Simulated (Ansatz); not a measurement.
in.yaml

```yaml
crystal:
  periodic: [false, false, false]
  atoms:
    - {symbol: N, position_ang: [0.000000, 0.000000, -0.472466]}
    - {symbol: Li, position_ang: [0.000000, 0.000000, 2.310492]}
    - {symbol: H, position_ang: [0.000000, 0.000000, -1.838027]}
basis:
  gaussian: {orbitals: 6-31G}
magnetization: {spin_polarized: true, initial_magnetization: 3}
correlation: {method: ccsdtq, electrons: outside_noble_gas}
```

```sh
$ ansatz run in.yaml --threads 1 --pin off --events-out ev --progress --plain --max-ram 2393MiB
```

Output:

```
432 factors; integrals over basis functions are off by at most 1.1e-7 eV
mean field evaluation 1: about -1695.5282 eV, gradient 5.4e0 eV
mean field evaluation 2: about -1695.5318 eV, gradient 5.4e0 eV
mean field evaluation 4: about -1696.2164 eV, gradient 1.0e0 eV
mean field evaluation 8: about -1696.3293 eV, gradient 1.4e-1 eV
mean field evaluation 16: about -1695.5282 eV, gradient 5.4e0 eV
mean field evaluation 32: about -1694.5852 eV, gradient 3.9e-3 eV
mean field evaluation 64: about -1694.0146 eV, gradient 6.9e-1 eV
mean field evaluation 96: about -1694.5427 eV, gradient 8.3e-1 eV
mean field -1696.32923446 eV, -62.3389495530 hartree, gradient 2.1e-6 eV, S^2 3.915739; 2 other end points of the search recorded, 0 dependent functions left out
determinant -1696.32923446 eV, -62.3389495530 hartree, with singles and doubles -1698.48280341 eV, -62.4180917522 hartree
determinant -1694.58523202 eV, -62.2748586456 hartree, with singles and doubles -1696.74282064 eV, -62.3541485651 hartree
determinant -1694.01830937 eV, -62.2540246226 hartree, with singles and doubles -1696.39217575 eV, -62.3412626029 hartree
2 core orbitals not correlated: weight in the atoms' cores, before any rotation towards them, 1.000 or more for the frozen orbitals, at most 0.000 for the correlated occupied ones
reference -1696.32923446 eV, -62.3389495530 hartree; 5, 2 occupied and 13, 16 virtual orbitals, 432 factors
second order -1.55713833 eV of doubles, -0.00000000 eV of singles
cycle   1  -1.83489919 eV  change   -2.8e-1 eV  update   5.8e-2
cycle   2  -2.11629102 eV  change   -2.8e-1 eV  update   4.0e-2
...
cycle  17  -2.23993102 eV  change    4.0e-6 eV  update   1.6e-5
cycle  18  -2.23992873 eV  change    2.3e-6 eV  update   9.2e-6
cycle  19  -2.23992855 eV  change    1.8e-7 eV  update   7.0e-6
cycle  20  -2.23992979 eV  change   -1.2e-6 eV  update   4.6e-6
cycle  21  -2.23993078 eV  change   -9.9e-7 eV  update   6.7e-6
cycle  22  -2.23993134 eV  change   -5.5e-7 eV  update   5.8e-6
cycle  23  -2.23993170 eV  change   -3.6e-7 eV  update   4.0e-6
cycle  24  -2.23993175 eV  change   -5.5e-8 eV  update   2.7e-6
cycle  25  -2.23993174 eV  change    1.1e-8 eV  update   9.3e-7
cycle  26  -2.23993175 eV  change   -8.1e-9 eV  update   4.7e-7
Total energy: -1698.56916620 eV, -62.4212655265 hartree
```

The determinant's ⟨S²⟩ is 3.92 against 3.75 for a pure state. The T1 diagnostic is 0.047.

For the same geometry and basis full CI lies 0.9 meV higher.

Ran on 1 thread of Arm Neoverse N1, shared host: 26 s wall, 0.17 GiB peak host memory.
